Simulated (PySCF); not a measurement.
Formaldoxime, CH₃NO.
Z-matrix (Å and degrees, PBE0-D3(BJ)/def2-SVP geometry), rows numbered from 1:
```
C 
N   1  1.2691
O   2  1.3632  1  112.71
H   1  1.0927  2  116.95  3   180.00
H   1  1.0994  2  122.56  3     0.01
H   3  0.9633  2  103.51  1  -179.90
```

Method: PBE0-D3(BJ)/def2-SVP geometry optimisation, gas phase (PySCF).

Masses are those of the commonest isotopes; rigid-rotor values at the optimised geometry. The values belong to one conformer with, in the numbering `[CH2:1]=[N:2][OH:3]`, C1–N2–O3–H 180°.

**Question.** What are A, B and C (MHz)?

**Answer.** Ia = 7.01, Ib = 42.16, Ic = 49.17 u·Å²; 505379 MHz·u·Å²/I gives A = 72098, B = 11986, C = 10278 MHz.

**Question.** What kind of rotor is it?

**Answer.** A near-prolate asymmetric top; Ray's κ = -0.945.

**Question.** Is it planar, by Δ = Ic − Ia − Ib?

**Answer.** Planar: Δ = Ic − Ia − Ib = 0.00 u·Å². For a rigid frame Δ = −2 Σ m c², so it vanishes when all atoms lie in the ab plane; here none is more than 0.01 Å from it.

**Question.** Give the coordinates in the principal-axis frame, origin at the centre of mass.

**Answer.** The sense of each axis is arbitrary; atoms in the order of the calculation.
```tsv
atom	mass (u)	a (Å)	b (Å)	c (Å)
C1	12.000	1.147	-0.221	0.000
N2	14.003	0.104	0.500	0.000
O3	15.995	-1.044	-0.235	0.000
H4	1.008	2.109	0.298	0.000
H5	1.008	1.107	-1.320	0.000
H6	1.008	-1.739	0.433	-0.001
```

**Question.** List the rotational levels J(Ka,Kc) to J = 2 (K).

**Answer.** Above 0(0,0), as E/k:
J = 1: 1(0,1) 1.069, 1(1,1) 3.953, 1(1,0) 4.035
J = 2: 2(0,2) 3.204, 2(1,2) 6.008, 2(1,1) 6.254, 2(2,1) 14.909, 2(2,0) 14.911
Those of J = 1 are B + C, A + C and A + B.

The dipole components are |μa| = 0.08 D, |μb| = 0.05 D, |μc| = 0.00 D.

**Question.** Estimate the classical rotational partition function at 25 K and 100 K.

**Answer.** Point group Cs, symmetry number σ = 1; q = (√π/σ)·√((kT/h)³/(ABC)), k/h = 20836.6 MHz/K: 224 at 25 K, 1790 at 100 K.

No frequency check. These are rigid-rotor constants of the computed structure; measured ground-state constants (B0) also hold zero-point vibration. Quadrupole hyperfine structure (14N) is left out.
